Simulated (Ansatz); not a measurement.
Reaction (isomerisation): `C=CN(C)C` → `NC1CCC1`

Program: Ansatz. Geometries: PBE0-D4/def2-TZVP. ΔE: electronic, gas phase. CBS: MP2 limit from def2 TZ/QZ plus the TZ coupled-cluster correction, frozen cores. Functionals use def2-TZVPP. B3LYP here is the variant with VWN-RPA as its local correlation; programs differ in this. Each species was taken in one conformer, which may not be the lowest.

(1) Is it downhill or uphill in electronic energy at CCSD(T)/CBS, and by how much? (An estimate is asked.)

(2) What do these levels give: PBE-D4, PBE0-D4, ωB97M-V, B2PLYP, B3LYP, HF/def2-TZVPP, CCSD(T)/def2-TZVPP, HF/def2-QZVPP, MP2/def2-QZVPP, HF/CBS(def2), MP2/CBS(def2), CCSD/CBS(def2)? (Estimate.)

Largest T1 diagnostic among the species: 0.011.

## Answers

(1) Ansatz gave: Downhill: ΔE = -0.21 eV.

(2) The calculation gave: PBE-D4 -0.12, PBE0-D4 -0.25, ωB97M-V -0.22, B2PLYP -0.06, B3LYP 0.04, HF/def2-TZVPP -0.06, CCSD(T)/def2-TZVPP -0.21, HF/def2-QZVPP -0.06, MP2/def2-QZVPP -0.26, HF/CBS(def2) -0.06, MP2/CBS(def2) -0.26, CCSD/CBS(def2) -0.24 eV.

From PBE to PBE0 (25 % exact exchange), in def2-TZVPP and without D4, ΔE moves by −0.13 eV. In def2-TZVPP, CCSD(T) changes the Hartree–Fock value by −0.15 eV (the triples alone add +0.03 eV) and MP2 by −0.20 eV.
